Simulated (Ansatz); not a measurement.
# Hexafluoroethane (C₂F₆): basis-set convergence

An exercise on one series of results from a longer session: the logs are not shown, and one member is left open.

Computed with Ansatz 0.2.0, Gaussian basis. Level: one geometry, several basis sets.

Plan: PBE0-D4/def2-SVP; ωB97M-V/def2-SVP; PBE0-D4/def2-QZVPP; ωB97M-V/def2-QZVPP; the functionals' def2-TZVPP values are taken from earlier runs.

## The relaxed structure

An earlier PBE0-D4 in a triple-zeta def2 set relaxation fixed the geometry.

SMILES `FC(F)(F)C(F)(F)F`, 8 atoms, charge 0, spin multiplicity 1.

Atoms are counted from 1 here; the program's logs count them from 0.

Bond lengths: F1–C2 1.325 Å, C2–F3 1.325 Å, C2–F4 1.325 Å, C2–C5 1.549 Å, C5–F6 1.325 Å, C5–F7 1.325 Å, C5–F8 1.325 Å. Angles: F1–C2–F3 109.1°, F1–C2–F4 109.1°, F1–C2–C5 109.8°, F3–C2–F4 109.1°, F3–C2–C5 109.8°, F4–C2–C5 109.8°, C2–C5–F6 109.8°, C2–C5–F7 109.8°, C2–C5–F8 109.8°, F6–C5–F7 109.1°, F6–C5–F8 109.1°, F7–C5–F8 109.1°.

As a file:

```xyz
8
charge 0, multiplicity 1
F     1.0707   -0.7790    1.1481
C     0.6749   -0.4037   -0.0595
F     1.6114    0.3578   -0.6062
F     0.4965   -1.4799   -0.8118
C    -0.6518    0.3894    0.0455
F    -0.4731    1.4664    0.7966
F    -1.0484    0.7635   -1.1622
F    -1.5880   -0.3716    0.5936
```

Set-up of the first run:

Contents of in.yaml:

```yaml
crystal:
  periodic: [false, false, false]
  atoms:
    - {symbol: F, position_ang: [1.070713, -0.778979, 1.148129]}
    - {symbol: C, position_ang: [0.674864, -0.403717, -0.059497]}
    - {symbol: F, position_ang: [1.611411, 0.357770, -0.606208]}
    - {symbol: F, position_ang: [0.496497, -1.479876, -0.811788]}
    - {symbol: C, position_ang: [-0.651817, 0.389442, 0.045546]}
    - {symbol: F, position_ang: [-0.473077, 1.466370, 0.796646]}
    - {symbol: F, position_ang: [-1.048418, 0.763457, -1.162219]}
    - {symbol: F, position_ang: [-1.587972, -0.371567, 0.593589]}
basis:
  gaussian: {orbitals: def2-SVP}
hamiltonian: {xc: pbe0, dispersion: d4}
output: {orbitals: {seedname: orbitals}}
```

The run is started by

```console
$ ansatz run in.yaml --threads 2 --pin off --events-out ev --progress --plain --max-ram 32768MiB --backend cpu
```

Steps of the session up to this table: PBE0-D4 in def2-SVP; ωB97M-V in def2-SVP; PBE0-D4 in def2-QZVPP; ωB97M-V in def2-QZVPP.

One table of the session follows, with a row left open; its other results are not shown here.

It belongs to the step «Functionals by basis». 

```
functional       basis  HOMO (eV)  LUMO (eV)
   PBE0-D4    def2-SVP          ?          ?
   PBE0-D4  def2-TZVPP     -11.33       2.16
   PBE0-D4  def2-QZVPP     -11.37       1.95
   ωB97M-V    def2-SVP     -13.55       5.09
   ωB97M-V  def2-TZVPP     -13.73       4.31
   ωB97M-V  def2-QZVPP     -13.78       3.37
```

**Question.** Estimate the row for PBE0-D4, def2-SVP.

The run gave: HOMO (eV): -11.18; LUMO (eV): 2.64. In the column «HOMO (eV)» it is the highest.
